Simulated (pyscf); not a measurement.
A first-order saddle from PySCF, ωB97X-D3(BJ)/def2-SVPD:

```xyz
6

Br     0.8245    -1.5028    -0.9430
C      1.0273     0.1267     0.1131
F     -1.4277     1.2696    -0.4767
H     -0.5531     0.8155    -0.2941
H      0.4109     0.1172     1.0115
H      1.1902     1.0059    -0.5095
```
Charge -1, spin multiplicity 1.

Surface: singlet, charge -1. Lowest wavenumbers (cm⁻¹): 709i, 90, 337, 426, 599.

Question: Which two sides does it connect, and which bonds change?

Answer: `[CH3][Br]` + `[F-]` <-> `[CH2-][Br]` + `[FH]`, a proton transfer read from left to right: C–H broken and F–H formed. At CCSD(T)/def2-TZVPPD + ΔMP2(QZVPPD) it lies +13.2 kcal/mol from the left side and -10.7 kcal/mol from the right (each side as separated species at their lowest minima found). On the reactant side the descent ends in a bound adduct, 16.9 kcal/mol under the separated species and 33.5 kcal/mol under the saddle at ωB97X-D3(BJ)/def2-TZVPD. On the product side the descent ends in a bound adduct, 15.6 kcal/mol under the separated species and 2.5 kcal/mol under the saddle at ωB97X-D3(BJ)/def2-TZVPD. At CCSD(T) the saddle lies under the separated products, which points to a path from their complex (located at ωB97X-D3(BJ) alone), and parting the products costs more than the saddle. At ωB97X-D3(BJ) the barrier from the zero used here is 16.6 kcal/mol. The same reactants have a lower exit, to H₃C–F + Br⁻ (barrier -15.1 kcal/mol at ωB97M-D3(BJ), against +14.5 kcal/mol here). One saddle was located; it need not be the lowest between these sides. The angle at the transferred H is 175°. The CCSD(T) − MP2 part came from Ansatz, without density fitting, on the same reference. The frozen core leaves the outer d or s,p core shells of the metals and heavy elements correlated in the MP2 and CC values, and def2-TZVPP describes them poorly, which can shift differences by a few kcal/mol. Elements up to Kr have no core potential and no relativistic terms here.
